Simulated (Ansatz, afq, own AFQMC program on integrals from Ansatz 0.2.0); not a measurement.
AFQMC on a folder of integrals that Ansatz 0.2.0 wrote.

```yaml
crystal:
  periodic: [false, false, false]
  atoms:
    - {symbol: Si, position_ang: [0.000000, 0.000000, 0.562441]}
    - {symbol: B, position_ang: [0.000000, 0.000000, -1.359948]}
    - {symbol: H, position_ang: [0.000000, 1.218724, 1.409347]}
    - {symbol: H, position_ang: [0.000000, -1.218724, 1.409347]}
    - {symbol: H, position_ang: [0.000000, 1.037036, -1.952056]}
    - {symbol: H, position_ang: [0.000000, -1.037036, -1.952056]}
basis:
  gaussian: {orbitals: 6-31G}
magnetization: {spin_polarized: true, initial_magnetization: 1}
correlation: {method: ccsd_t, electrons: outside_noble_gas, hamiltonian_folder: ham}
```

```sh
$ ansatz run in.yaml --threads 1 --pin off --events-out ev --progress --plain --max-ram 1382MiB
```

afq runs on the folder ham with

```
--method phaseless --trial hf --walkers 160 --populations 1 --least-time 40 --time-step 0.005 --steps-per-block 20 --equilibration-blocks 112 --max-blocks 600 --target-error 0.0012000 --factor-cut 1e-05 --start spin_pure --seed 8938 --taylor-order 6
```

Times are imaginary, in 1/Eh. The walk had a cap of 531 s.

Output of the walk:

```
orbitals 24  electrons 6 5  factors 172 of 394
reference energy -315.81275201 Eh
CCSD correlation -0.12824710 Eh in 10 cycles, weight of the determinant in the CISD state 0.9127
energy of the start -315.812957 Eh
 block  time / (1/Eh)  mean weight  energy / Eh
     1     0.100  1.0005  -315.834497
     2     0.200  0.9999  -315.849243
     3     0.300  1.0002  -315.858988
     4     0.400  1.0001  -315.871487
     5     0.500  1.0001  -315.877931
     8     0.800  1.0001  -315.895691
    13     1.300  1.0000  -315.924744
    49     4.900  1.0007  -315.929091
    85     8.500  1.0004  -315.946831
   121    12.100  1.0003  -315.940047
   157    15.700  1.0011  -315.961385
   193    19.300  0.9998  -315.950542
   229    22.900  0.9993  -315.944528
   265    26.500  0.9998  -315.947552
   301    30.100  0.9998  -315.944328
   337    33.700  1.0001  -315.947212
   373    37.300  0.9998  -315.927500
   409    40.900  0.9995  -315.938503
   445    44.500  1.0001  -315.932189
   457    45.700  0.9999  -315.925843
   481    48.100  1.0003  -315.946589
   505    50.500  1.0013  -315.939074
blocks merged  error / Eh  count
     1  0.000366  400
     2  0.000483  200
     4  0.000626  100
     8  0.000777  50
    16  0.000834  25
    32  0.000946  12
energy -315.944544 +/- 0.000834 Eh
(rows thinned)
```

The run passed its tests (sampling time, drift between the halves within three errors, error under three times the target), which doesn't prove that it has relaxed. The second half of the sampling lies above the first by 1.7 errors of their difference, so the energy may still be moving and its error bar be too small.

Against this walk (error 22.7 meV) on the same determinant: CCSD(T) 29.4 meV higher (within the noise), CCSDT(Q) 8.2 meV higher (within the noise), a separate phaseless walk with a CISD trial and standard settings 15.6 ± 23.4 meV higher (within the noise). The error is statistical and leaves out the bias of the constraint.

Cautions: constraint bias not in the error.

The walk took 54 s on 1 thread of AMD EPYC 9R45 96-Core Processor (Zen 5), with other jobs on the host. The log's last line is the phaseless energy.

CCSDT and higher add their correlation energy to the determinant of the CCSD(T) run, since their own runs factorise the integrals more tightly (a shift of under 2 meV). A walk keeps the symmetry of its determinant, which the program's search chose and which needn't be the lowest solution, so a lower state of the same spin and another symmetry isn't excluded.
